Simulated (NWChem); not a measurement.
C cation, doublet

Computed with NWChem. Spin-unrestricted. The open p shell is one determinant without spherical averaging. No stability test was run on the SCF state. Fermi-contact couplings, non-relativistic, static geometry.

```
level                A(iso) 13C atom 1 (MHz)   <S²>
-------------------  -----------------------  -----
CAM-B3LYP/pcJ-1                         25.8  0.752
PBE/pcJ-1                              -11.1  0.751
PBE0/aug-cc-pVTZ-J                     -19.6  0.753
TPSSh/aug-cc-pVTZ-J                     17.4  0.753
```
